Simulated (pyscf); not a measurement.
Structures and frequencies: ωB97X-D3(BJ)/def2-SVP in PySCF.

Problem. Estimate by transition-state theory (the high-pressure limit) the rate constant of `[O]=[Al]` [doublet] + `[OH2]` → `[O][AlH][OH]` [doublet] (doublet surface; H–O broken, Al–O, Al–H formed) at 900 K, with ωB97M-D3(BJ)/def2-TZVP energies (ideal gas, 1 atm, RRHO with modes under 100 cm⁻¹ raised to 100, one conformer, R ln 2 for rigid chiral ones; no tunnelling).

Solution. The electronic barrier is 14.7 kcal/mol and the thermal terms add +21.7, so ΔG‡ = 36.4 kcal/mol. With k_BT/h = 1.88e+13 s⁻¹ and RT = 1.788 kcal/mol, and a volume of 1.23e-19 cm³ per molecule at 1 atm, k = 3.3e-15 cm³ molecule⁻¹ s⁻¹. The product is born with the 55 kcal/mol of the reverse barrier and needs collisions to keep. Wigner's tunnelling factor for 1222i cm⁻¹ would be 1.16. A shift of 1 kcal/mol in the barrier changes k by a factor 1.7. On the reactant side the descent ends in an adduct with a Al–O contact, 19.4 kcal/mol under the separated species and 32.0 kcal/mol under the saddle at ωB97X-D3(BJ)/def2-TZVP. What is counted as formed (Al–O) is already present as a longer contact in the reactant adduct; forming that adduct is a step of its own. At ωB97X-D3(BJ) the barrier from the zero used here is 12.7 kcal/mol. •O–AlH–OH lies 33.8 kcal/mol over its isomer [HO–Al–OH]•, and others may lie lower still (electronic energy, ωB97M-D3(BJ)). This is the saddle that the search found; another between the same sides may lie lower. The term symbol of open-shell O=Al was not checked; spin-orbit terms and orbital degeneracy are left out.
